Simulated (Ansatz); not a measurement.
# MgH₃+ (quintet): wave-function methods side by side, def2-QZVPP

One table from this session's results is given with a row withheld; the runs are named, their logs left out.

Program: Ansatz 0.2.0, Gaussian basis. Level of theory: def2-QZVPP, core rule «outside noble gas», up to 5 orbitals frozen. These are calculated values, not measurements.

Plan: UHF; ROHF; CCSD(T) on UHF.

2 further runs of the same task are left out: 2 set aside as unsound or not needed.

**The geometry**

The geometry is a PBE0/def2-TZVP stationary point (not a proven minimum) of the parent state, kept for this charge and spin.

4 atoms, charge 1, spin multiplicity 5.

Atoms are counted from 1 here; the program's logs count them from 0.

Bond lengths: Mg1–H2 1.879 Å, Mg1–H3 1.879 Å, Mg1–H4 1.879 Å. Angles: H2–Mg1–H3 120.0°, H2–Mg1–H4 120.0°, H3–Mg1–H4 120.0°.

Coordinates:

```xyz
4
H3Mg
Mg    0.0000    0.0000    0.0000
H     1.8785    0.0159    0.0061
H    -0.9530    1.6189   -0.0048
H    -0.9255   -1.6348   -0.0013
```

The first run:

in.yaml reads:

```yaml
crystal:
  periodic: [false, false, false]
  atoms:
    - {symbol: Mg, position_ang: [0.000000, 0.000000, 0.000000]}
    - {symbol: H, position_ang: [1.878525, 0.015918, 0.006100]}
    - {symbol: H, position_ang: [-0.953042, 1.618899, -0.004800]}
    - {symbol: H, position_ang: [-0.925483, -1.634817, -0.001300]}
basis:
  gaussian: {orbitals: "def2-QZVPP.json"}
total_charge: 1
magnetization: {spin_polarized: true, initial_magnetization: 4}
hamiltonian: {xc: hf}
output: {orbitals: {seedname: orbitals}}
```

Launch:

```sh
> ansatz run in.yaml --threads 1 --pin off --events-out ev --progress --plain --max-ram 2393MiB
```

Among the steps run: UHF; ROHF; CCSD(T) on UHF.

One table of the session follows, with a row left open; its other results are not shown here.

```
  method  from UCCSD(T) (meV)
    ROHF               +247.0
     UHF               +245.7
    UMP2                +97.9
   UCCSD                    ?
UCCSD(T)                    0
```

Q: Estimate the row for UCCSD from the others.

The run gave: from UCCSD(T) (meV): +1.2. In the column «from UCCSD(T) (meV)» it lies between UCCSD(T) (0) and UMP2 (+97.9).

Caveats from the session: Warnings: coupled cluster took another determinant than the lowest.
